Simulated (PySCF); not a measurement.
Z-matrix (Å, degrees):
```
F
```
Charge 0, spin multiplicity 2.

Question: Give the highest occupied spin orbital, dipole moment and total energy at the level ωB97X-D3(BJ)/def2-TZVP in PySCF 2.14.0.

Answer: 
* **highest occupied spin orbital**: -15.19 eV
* **dipole moment**: 0.00 D
* **total energy**: -99.7738 Ha
